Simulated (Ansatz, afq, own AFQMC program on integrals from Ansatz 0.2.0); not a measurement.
Integrals from Ansatz 0.2.0, then the random walk in our own AFQMC program (afq).

```yaml
crystal:
  periodic: [false, false, false]
  atoms:
    - {symbol: Al, position_ang: [0.000000, -0.095312, 1.749815]}
    - {symbol: P, position_ang: [0.000000, 0.189551, -0.643168]}
    - {symbol: B, position_ang: [0.000000, -0.451689, -2.435182]}
    - {symbol: H, position_ang: [0.000000, 1.571307, -0.957031]}
basis:
  gaussian: {orbitals: cc-pVDZ}
magnetization: {spin_polarized: false}
correlation: {method: ccsd_t, electrons: outside_noble_gas, hamiltonian_folder: ham}
```

```sh
$ ansatz run in.yaml --threads 1 --pin off --events-out ev --progress --plain --max-ram 1843MiB
```

Options of the walk:

```
--method phaseless --trial hf --walkers 120 --populations 1 --least-time 40 --time-step 0.005 --steps-per-block 20 --equilibration-blocks 112 --max-blocks 600 --target-error 0.00126 --factor-cut 1e-05 --seed 4439 --taylor-order 6
```

Times are imaginary, in 1/Eh. The walk had a cap of 894 s.

afq prints:

```
orbitals 44  electrons 6 6  factors 333 of 551
reference energy -607.79627570 Eh
CCSD correlation -0.27215234 Eh in 15 cycles, weight of the determinant in the CISD state 0.7926
energy of the start -607.796276 Eh
 block  time / (1/Eh)  mean weight  energy / Eh
     1     0.100  0.9999  -607.834961
     2     0.200  1.0007  -607.860735
     3     0.300  1.0006  -607.889602
     4     0.400  1.0010  -607.917924
     5     0.500  1.0015  -607.931002
     8     0.800  1.0017  -607.978722
    18     1.800  1.0000  -608.046559
    69     6.900  0.9988  -608.137652
   120    12.000  0.9991  -608.078343
   171    17.100  1.0006  -608.089017
   222    22.200  1.0016  -608.058414
   273    27.300  1.0003  -608.097438
   324    32.400  0.9998  -608.106431
   375    37.500  0.9986  -608.064265
   426    42.600  1.0008  -608.097852
   477    47.700  1.0000  -608.066665
   528    52.800  0.9993  -608.082166
   579    57.900  1.0006  -608.088738
   630    63.000  0.9997  -608.076494
   681    68.100  0.9997  -608.080963
   698    69.800  1.0017  -608.042489
blocks merged  error / Eh  count
     1  0.000912  600
     2  0.001196  300
     4  0.001583  150
     8  0.002023  75
    16  0.002487  37
    32  0.002502  18
    64  0.002699  9
energy -608.081893 +/- 0.002502 Eh
(rows thinned)
```

The run passed its tests (sampling time, drift between the halves within three errors, error under three times the target), which doesn't prove that it has relaxed.

Against this walk (error 68.1 meV) on the same determinant: CCSD(T) 32.1 meV higher (within the noise), CCSDT(Q) 49.6 meV lower (within the noise), a separate phaseless walk with a CISD trial and standard settings 22.1 ± 70.5 meV lower (within the noise). The error is statistical and leaves out the bias of the constraint.

Cautions: constraint bias not in the error; error above the target (68.1 against 34.3 meV); higher spins were not checked; restricted determinant unstable towards unrestricted (UHF 173 meV lower, ⟨S²⟩ 0.54); raised T1 diagnostic (T1 0.027, weight of the determinant 0.79, largest double 0.07); the bias of populations of 120 walkers isn't removed.

The walk took 3.4 min on 1 thread of Arm Neoverse V1 (shared host). The log's last line is the phaseless energy.

CCSDT and higher add their correlation energy to the determinant of the CCSD(T) run, since their own runs factorise the integrals more tightly (a shift of under 2 meV). A walk keeps the symmetry of its determinant, which the program's search chose and which needn't be the lowest solution, so a lower state of the same spin and another symmetry isn't excluded.
